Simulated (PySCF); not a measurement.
Gas-phase reaction: (CH₃)₂SiCl₂ + CH₂Cl₂ + 3 C = SiCl₄ + 2 C₃H₄ (propyne)

Method: PySCF energies plus ideal-gas RRHO corrections (1 bar). † marks an energy on the PBE0/def2-TZVP geometry and frequencies; other levels use their own. MP2 and CCSD(T) freeze the core. Open shells (unrestricted): C (multiplicity 3, electronic degeneracy 9); the rest are closed-shell singlets. Spin-orbit splitting is ignored; it lowers the true energy and changes the entropy of C. B3LYP is the form with VWN-RPA correlation. MP2 isn't extrapolated to the basis-set limit; its ΔH°(298 K) is -1899.6 kJ in def2-SVP and -1915.3 kJ in def2-TZVPP. CCSD(T) isn't extrapolated to the basis-set limit. The harmonic model lacks anharmonicity and excited electronic states, which grow with temperature; levels with a mode under 35 cm⁻¹ are left out. Internal rotation in (CH₃)₂SiCl₂ is treated as a harmonic vibration of one conformer, which makes the entropy rough.

```
level              ΔE electronic, kJ  ΔH°(298 K), kJ  ΔS°(298 K), J/K  ΔG°(1400 K), kJ
-----------------  -----------------  --------------  ---------------  ---------------
B3LYP/def2-TZVP†               -1886           -1864             -279            -1454
CCSD(T)/def2-SVP†              -1830           -1808             -279            -1399
HF/def2-TZVP†                  -1367           -1344             -279             -935
MP2/def2-TZVPP†                -1938           -1915             -279            -1506
PBE/def2-SVP                   -2012           -1990             -278            -1582
PBE/def2-TZVP†                 -1985           -1962             -279            -1553
PBE0/def2-QZVP†                -1914           -1892             -279            -1482
PBE0/def2-SVP†                 -1938           -1916             -279            -1506
r2SCAN/def2-TZVP†              -1896           -1874             -279            -1464
LDA/def2-TZVP†                 -2192           -2169             -279            -1760
```
ΔH° is lowest at LDA/def2-TZVP† and highest at HF/def2-TZVP†. No reference value is set beside these.
